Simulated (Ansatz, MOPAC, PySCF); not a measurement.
Quantity: redistribution energy (mixed species minus the weighted end members), in kcal/mol, for 18 gas-phase cases. Each level is set beside frozen-core CCSD(T)/cc-pVTZ (Ansatz, an electronic-structure program) at the same geometry; that level has limits of its own, so these are differences and not errors against nature. The cases were drawn at random from main-group species without core potentials whose T1 diagnostic is under 0.02 (0.04 for open shells) and whose DFT solution showed no instability where it was tested. HF, MP2 and DFT values come from PySCF or Ansatz, semi-empirical ones (differences of heats of formation) from MOPAC.

```
case                                                    reference level  PBE-D3(BJ)/def2-TZVP
------------------------------------------------------  ---------------  --------------------
1 of 3 CH3 replaced by H of `[CH3][Al]([CH3])[CH3]`                0.02                 -0.15
2 of 3 CH3 replaced by H of `[CH3][Al]([CH3])[CH3]`               -0.04                 -0.21
1 of 3 OH replaced by NH2 of `[OH][Al]([OH])[OH]`                 -0.43                 -0.40
1 of 3 Cl replaced by SiH3 of `ClB(Cl)Cl`                         -1.91                 -1.63
2 of 3 Br replaced by SH of `[Br][Ga]([Br])[Br]`                  -0.84                 -0.89
2 of 3 NH2 replaced by SiH3 of `[NH2][Ga]([NH2])[NH2]`            -4.50                 -4.89
1 of 3 CH3 replaced by NH2 of `[CH3][Ga]([CH3])[CH3]`             -4.09                 -4.26
2 of 3 F replaced by OH of `[F][Al]([F])[F]`                      -0.77                 -0.75
1 of 3 Br replaced by SiH3 of `[Br][Al]([Br])[Br]`                -3.10                 -3.40
1 of 3 OH replaced by SiH3 of `OB(O)O`                            -1.35                 -2.63
2 of 3 CH3 replaced by OH of `[CH3][Ga]([CH3])[CH3]`              -3.64                 -4.63
2 of 4 OH replaced by H of `O[Si](O)(O)O`                          5.68                  5.03
1 of 3 Cl replaced by SH of `[Cl][Ga]([Cl])[Cl]`                  -1.34                 -1.59
1 of 3 CH3 replaced by SiH3 of `[CH3][Ga]([CH3])[CH3]`             0.44                  0.34
1 of 3 Br replaced by SiH3 of `[Br][Ga]([Br])[Br]`                -4.54                 -5.54
1 of 3 F replaced by OH of `[F][Ga]([F])[F]`                      -1.14                 -1.28
1 of 3 Br replaced by SH of `[Br][Ga]([Br])[Br]`                  -1.25                 -1.38
2 of 3 Br replaced by SiH3 of `[Br][Ga]([Br])[Br]`                -3.35                 -4.37
```

```csv
level,cases,mean signed difference,mean absolute difference,largest
B3LYP-D3(BJ)/def2-TZVP,9,-0.56,0.56,-1.52
M06-2X/def2-TZVP,4,-0.79,0.79,-1.08
PBE-D3(BJ)/def2-TZVP,18,-0.36,0.40,-1.28
frozen-core MP2/cc-pVTZ,18,-0.03,0.08,-0.64
B3LYP/3-21G,18,-1.24,1.63,-6.85
B3LYP/6-311+G**,7,-0.28,0.28,-0.48
B3LYP/6-31G*,18,-0.66,0.72,-2.17
B3LYP/LANL2DZ,17,-0.93,1.21,-3.11
BP86/6-31G*,18,-0.73,0.78,-2.31
M06-2X/6-31G*,18,-0.35,0.55,-1.81
PBE/6-31G*,18,-0.68,0.75,-2.38
SVWN5/6-31G*,18,-0.67,0.91,-2.40
frozen-core MP2/6-31G*,18,-0.31,0.46,-1.27
HF/3-21G,18,-0.25,1.50,+4.88
HF/6-31G*,18,-0.03,0.70,+2.57
HF/STO-3G,18,-0.61,1.59,-6.98
HF/cc-pVTZ,18,+0.01,0.53,+2.07
AM1,18,+1.80,2.43,+12.4
PM3,18,-4.58,6.74,-37.6
PM6,18,-0.92,2.68,-12.3
PM7,18,+0.97,6.42,+58.3
```

PBE-D3(BJ)/def2-TZVP lies farthest off for 1 of 3 OH replaced by SiH3 of `OB(O)O` (-1.28 kcal/mol); 2 of 3 Br replaced by SiH3 of `[Br][Ga]([Br])[Br]` (-1.02 kcal/mol); 1 of 3 Br replaced by SiH3 of `[Br][Ga]([Br])[Br]` (-1.00 kcal/mol). It lies closest for 2 of 3 F replaced by OH of `[F][Al]([F])[F]` (+0.02 kcal/mol); 1 of 3 OH replaced by NH2 of `[OH][Al]([OH])[OH]` (+0.03 kcal/mol); 2 of 3 Br replaced by SH of `[Br][Ga]([Br])[Br]` (-0.04 kcal/mol).
